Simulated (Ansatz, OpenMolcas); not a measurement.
CH3O (hydroxymethyl radical): from total energies to a heat of formation

The species is CH3O (5 atoms), meant as a doublet with charge 0. As SMILES, `[CH2]O`. The shape is that of a PBE0-D4/def2-TZVP optimisation. This is one conformer, not always the lowest.

Total energies at UB3LYP/6-31G* (Cartesian functions) (OpenMolcas 26.06); the atoms run unrestricted:

```
species    state  energy (Eh)
   CH3O  doublet  -115.051667
      C  triplet   -37.846280
      O  triplet   -75.060621
      H  doublet    -0.500273
```

Harmonic wavenumbers at UPBE0-D4/def2-TZVP, in cm⁻¹: 415, 548, 1057, 1236, 1364, 1487, 3148, 3290, 3874.

Measured heats of formation of the gaseous atoms at 298.15 K, in kJ/mol: C 716.9, O 249.2, H 218.0. Spin-orbit lowering of the atoms at 298 K (mean of the ground term's levels less their thermal mean, from spectra), in kJ/mol: C 0.02, O 0.40. Take 1 Eh = 2625.50 kJ/mol, 1 cm⁻¹ = 0.0119627 kJ/mol, RT = 2.479 kJ/mol.

Question: Work out the heat of formation of the gas at 298 K.

Answer: 
1. Electronic atomisation energy: (-37.846280) + (-75.060621) + 3 × (-0.500273) − (-115.051667) = 0.643947 Eh = 1690.7 kJ/mol.
2. Zero-point energy: half the sum of the wavenumbers, 8209.5 cm⁻¹ = 98.2 kJ/mol.
3. Thermal vibrational enthalpy, Σ hcν̃/(exp(hcν̃/kT) − 1): 1.4 kJ/mol. Translation, rotation and pV of a non-linear molecule: 4 RT = 9.9 kJ/mol.
4. The 5 free atoms carry 5/2 RT each: 31.0 kJ/mol.
5. Spin-orbit coupling lowers the free atoms by 0.02 + 0.40 = 0.4 kJ/mol.
6. Atomisation enthalpy at 298 K: 1690.7 − 0.4 − 98.2 − 1.4 − 9.9 + 31.0 = 1611.8 kJ/mol.
7. Sum of the atoms' heats of formation: 1620.1 kJ/mol. Heat of formation: 1620.1 − 1611.8 = +8.3 kJ/mol.

The tabulated value is -16.1 kJ/mol (Active Thermochemical Tables), so this level is off by +24.4 kJ/mol, or 1.5 % of the atomisation enthalpy. Anharmonicity and any spin-orbit splitting of the molecule are left out.
